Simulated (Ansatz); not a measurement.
**C₂H₃F₃O: small, medium and large basis sets**

An exercise on one series of results from a longer session: the logs are not shown, and one member is left open.

Computed with Ansatz 0.2.0, Gaussian basis. Level: one geometry, several basis sets.

The runs, in order: PBE0-D4/def2-SVP; ωB97M-V/def2-SVP; PBE0-D4/def2-QZVPP; ωB97M-V/def2-QZVPP; the functionals' def2-TZVPP values are taken from earlier runs.

**The geometry**

An earlier PBE0-D4 in a triple-zeta def2 set relaxation fixed the geometry.

SMILES `OCC(F)(F)F`, 9 atoms, charge 0, spin multiplicity 1.

Atoms are counted from 1 here; the program's logs count them from 0.

Bond lengths: O1–C2 1.394 Å, O1–H7 0.962 Å, C2–C3 1.515 Å, C2–H8 1.091 Å, C2–H9 1.097 Å, C3–F4 1.332 Å, C3–F5 1.345 Å, C3–F6 1.338 Å. Angles: C2–O1–H7 108.8°, O1–C2–C3 112.2°, O1–C2–H8 107.8°, O1–C2–H9 113.2°, C3–C2–H8 107.8°, C3–C2–H9 107.1°, H8–C2–H9 108.5°, C2–C3–F4 112.6°, C2–C3–F5 110.7°, C2–C3–F6 110.5°, F4–C3–F5 107.3°, F4–C3–F6 107.9°, F5–C3–F6 107.6°.

The first run:

The input, in.yaml:

```yaml
crystal:
  periodic: [false, false, false]
  atoms:
    - {symbol: O, position_ang: [0.267255, -1.505986, -0.521930]}
    - {symbol: C, position_ang: [0.133572, -0.525941, 0.461052]}
    - {symbol: C, position_ang: [-0.345809, 0.793862, -0.107351]}
    - {symbol: F, position_ang: [-1.549425, 0.702624, -0.670528]}
    - {symbol: F, position_ang: [0.503048, 1.241077, -1.049589]}
    - {symbol: F, position_ang: [-0.409727, 1.722414, 0.853453]}
    - {symbol: H, position_ang: [0.947456, -1.231219, -1.143696]}
    - {symbol: H, position_ang: [-0.613281, -0.871763, 1.177073]}
    - {symbol: H, position_ang: [1.066901, -0.325078, 1.001515]}
basis:
  gaussian: {orbitals: def2-SVP}
hamiltonian: {xc: pbe0, dispersion: d4}
output: {orbitals: {seedname: orbitals}}
```

Started as:

```
ansatz run in.yaml --threads 4 --pin off --events-out ev --progress --plain --max-ram 10444MiB
```

Among the steps run: PBE0-D4 in def2-SVP; ωB97M-V in def2-SVP; PBE0-D4 in def2-QZVPP; ωB97M-V in def2-QZVPP.

One table of the session follows, with a row left open; its other results are not shown here.

It belongs to the step «Functionals by basis». 

```
functional       basis  HOMO (eV)  LUMO (eV)
   PBE0-D4    def2-SVP      -8.59       1.56
   PBE0-D4  def2-TZVPP      -8.85       0.85
   PBE0-D4  def2-QZVPP      -8.91       0.45
   ωB97M-V    def2-SVP     -11.04       3.29
   ωB97M-V  def2-TZVPP          ?          ?
   ωB97M-V  def2-QZVPP     -11.38       1.69
```

Q: Estimate the row for ωB97M-V, def2-TZVPP from the others.

As computed: HOMO (eV): -11.32; LUMO (eV): 2.34. In the column «HOMO (eV)» it lies between ωB97M-V, def2-QZVPP (-11.38) and ωB97M-V, def2-SVP (-11.04).
